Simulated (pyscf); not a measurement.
Thermochemistry of product channels of H₂Ga–SeH + H₂Se on the singlet surface, in kcal/mol, from ωB97M-D3(BJ)/def2-TZVP energies (ideal gas, 1 atm, RRHO with modes under 100 cm⁻¹ raised to 100, one conformer, R ln 2 for chiral ones without a mode under 150 cm⁻¹). PySCF, gas phase, ωB97X-D3(BJ)/def2-SVP geometries.

```json
[
 {"products": "HSe–GaH–SeH + H₂", "ΔE": "(withheld)", "ΔH(298 K)": "-19.4", "ΔG(600 K)": "-14.6", "ΔG(900 K)": "(withheld)"},
 {"products": "H₂Ga–Se–SeH + H₂", "ΔE": "+5.6", "ΔH(298 K)": "+5.0", "ΔG(600 K)": "+10.7", "ΔG(900 K)": "+12.9"}
]
```

Q: Some entries are withheld; supply them.

A: 
- HSe–GaH–SeH + H₂, ΔE: -19.1
- HSe–GaH–SeH + H₂, ΔG(900 K): -13.0

These are energies of the channels, which say nothing of barriers. Elements up to Kr have no core potential and no relativistic terms here.
